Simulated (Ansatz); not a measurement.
Geometry optimisation of SiF2.

```yaml
crystal:
  periodic: [false, false, false]
  atoms:
    - {symbol: Si, position_ang: [0.004220, -0.007680, -0.744810]}
    - {symbol: F, position_ang: [1.165930, -0.017340, 0.380560]}
    - {symbol: F, position_ang: [-1.170150, 0.025020, 0.364240]}
basis:
  gaussian: {orbitals: def2-TZVP}
hamiltonian: {xc: r2scan, dispersion: d4}
scf: {omitted_lower_state_checks: [starts]}
output: {orbitals: {seedname: orbitals}}
relax: {f_tol: 0.02, max_steps: 100}
```

```sh
$ ansatz run in.yaml --threads 4 --pin off --events-out ev --progress --plain --max-ram 3916MiB
```

Output, abridged:

```
Functional definition: r2SCAN
mean field -13313.46141481 eV, -489.2606828062 hartree, gradient 6.9e-6 eV, S^2 0.000000; 0 other end points of the search recorded, 0 dependent functions left out
relax step   1: F+E_penalty+E_count = -13313.46916437 eV  Δ(F+E_penalty+E_count) = +0.000e0 eV  max|allowed force component| = 1.240e0 eV/Å  Δτ_max = 0.0000 Å  (25 SCF iters, accepted)
mean field -13313.51553771 eV, -489.2626717857 hartree, gradient 1.1e-5 eV, S^2 0.000000; 0 other end points of the search recorded, 0 dependent functions left out
relax step   2: F+E_penalty+E_count = -13313.52328359 eV  Δ(F+E_penalty+E_count) = -5.412e-2 eV  max|allowed force component| = 7.937e-1 eV/Å  Δτ_max = 0.0372 Å  (28 SCF iters, accepted)
mean field -13313.53607220 eV, -489.2634264146 hartree, gradient 9.9e-6 eV, S^2 0.000000; 0 other end points of the search recorded, 0 dependent functions left out
relax step   3: F+E_penalty+E_count = -13313.54381627 eV  Δ(F+E_penalty+E_count) = -2.053e-2 eV  max|allowed force component| = 1.142e-1 eV/Å  Δτ_max = 0.0311 Å  (28 SCF iters, accepted)
mean field -13313.53638675 eV, -489.2634379739 hartree, gradient 9.4e-6 eV, S^2 0.000000; 0 other end points of the search recorded, 0 dependent functions left out
relax step   4: F+E_penalty+E_count = -13313.54413073 eV  Δ(F+E_penalty+E_count) = -3.145e-4 eV  max|allowed force component| = 4.111e-3 eV/Å  Δτ_max = 0.0044 Å  (30 SCF iters, accepted)
mean field -13313.53638675 eV, -489.2634379739 hartree, gradient 1.3e-5 eV, S^2 0.000000; 0 other end points of the search recorded, 0 dependent functions left out
Total energy: -13313.54413787 eV, -489.2637228222 hartree
Atom 0 at     0.004485    -0.007056    -0.683243 Å, force     0.000283     0.000010     0.001465 eV/Å
Atom 1 at     1.230771    -0.018833     0.349952 Å, force    -0.004111     0.000066    -0.000881 eV/Å
Atom 2 at    -1.235256     0.025889     0.333282 Å, force     0.003828    -0.000076    -0.000584 eV/Å
Dipole moment:     0.001311    -0.002079    -0.201277 e Å
Checks for a lower state left out: starts
```

It took 1.8 s on 4 threads of Intel Xeon 6975P-C on a shared host.
